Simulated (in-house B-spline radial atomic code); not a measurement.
# RPA and G0W0 on CAM-B3LYP: neutral xenon

Configuration [Kr] 4d10 5s2 5p6, mean-field start CAM-B3LYP. Computed with an all-electron radial atomic-structure program (B-spline basis): all electrons, non-relativistic, point nucleus, each spin shell either full or empty, empty states to l = 9 with an (l + 1/2)⁻⁴ tail; G0W0 by contour deformation at full frequency.

Without relativity these are model numbers: it shifts the levels of so heavy an element strongly and can reorder them.

Command:
```bash
python run_gw.py task.json out
```
Settings (radii: box in bohr, nucleus in fm):
```
Z                        54
electrons                54
configuration            [Kr] 4d10 5s2 5p6
hamiltonian              nr
method                   camb3lyp
lmax                     9
spin_polarised           False
box_radius               40
intervals                57
```

Cost of the run: 3.3 s on 1 thread of Intel(R) Xeon(R) Platinum 8375C CPU @ 2.90GHz, with other jobs on the host.

Energies (hartree):

```tsv
term	value
mean-field total	-7235.11401
Hartree-Fock functional on these orbitals	-7232.11507
direct second order	-4.5831
second-order exchange	1.2425
SOSEX correction	1.1598
```

What is the RPA correlation energy, and what remains with SOSEX?

RPA gives -4.0296 hartree (-2.03 eV per electron); RPA + SOSEX gives -2.8698, and the second-order doubles -3.3407 hartree (no singles). SOSEX takes back 29 % of the RPA value.

Quasi-particle levels (eV):

| level | occupied | mean field | Σx - vxc | Σc | QP weight | G0W0 |
| --- | --- | --- | --- | --- | --- | --- |
| 5p | yes | -10.893 | -1.37 | ? | ? | ? |

G0W0 = mean field + (Σx - vxc) + Σc, with Σc (partial-wave tail included) taken at the quasi-particle energy. Only the outer levels were computed. Levels of low weight are left out.

Where does G0W0 put 5p?

At -12.788 eV, with Σc = -0.53 eV and a quasi-particle weight of 0.917. The tabulated removal energy is 12.130 eV (NIST, measured); the calculation leaves out relativity, Breit and QED terms, and what these don't explain is the method's own error.
